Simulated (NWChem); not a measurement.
Species: pyrazine (C4H4N2); SMILES c1cnccn1

Results from NWChem. Pople sets run with spherical d functions. B3LYP is NWChem's, with the RPA form of VWN correlation. Each level has its own optimisation; frequencies are unscaled.

For level B3LYP/6-31G*:

- highest harmonic frequency (cm⁻¹): 3198
- lowest (cm⁻¹): 352
- zero-point energy (kcal/mol): 48.4

Question: What are these values for level BLYP/def2-SVP?

Answer: 
| Item | Result |
|---|---|
| highest harmonic frequency (cm⁻¹) | 3077 |
| lowest (cm⁻¹) | 321 |
| zero-point energy (kcal/mol) | 46.6 |
